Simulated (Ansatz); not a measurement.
A made-up structure of CH3OS (charge -1), closed shell:

| atom | x (Å) | y (Å) | z (Å) |
| --- | --- | --- | --- |
| C1 | -0.2947 | 0.3554 | -0.2833 |
| S2 | 0.0228 | -1.2907 | 0.4019 |
| O3 | 1.3777 | -1.1440 | 1.1687 |
| H4 | -0.3753 | 1.1052 | 0.5149 |
| H5 | 0.5104 | 0.6600 | -0.9650 |
| H6 | 2.1447 | -1.6720 | 1.4406 |

It is relaxed with PBE-D4/def2-SVPD and then PBE0-D4/def2-TZVPD (Ansatz 0.2.0). Atoms count as bonded within 1.22 times the sum of their covalent radii (H–H: 0.88 Å). The end point is not checked to be a true minimum.

Does its bonding change? (Judge from chemistry; the calculation decides.)

By the calculation: No: no bond forms or breaks.

Where it ends: The first stage lowers the energy by 1.83 eV in 11 steps. It ends as CH₃OS ([CH2][S][OH]), total charge -1:
| atom | x (Å) | y (Å) | z (Å) |
| --- | --- | --- | --- |
| C1 | -0.1096 | 0.3304 | -0.2006 |
| S2 | -0.0246 | -1.1740 | 0.4515 |
| O3 | 1.4063 | -1.3911 | 1.6600 |
| H4 | -0.5494 | 1.1601 | 0.3561 |
| H5 | 0.5157 | 0.6126 | -1.0504 |
| H6 | 2.1471 | -1.5240 | 1.0613 |

Labels in which every atom is bracketed show which atoms are joined, not bond orders.

For scale, one of the runs: PBE0-D4/def2-TZVPD relaxation, 150 basis functions, launched by `ansatz run in.yaml --threads 2 --pin off --events-out ev --progress --plain --max-ram 4352MiB`. Hardware: 2 CPU threads of an Arm Neoverse V2, shared host. Wall time about 23 s.
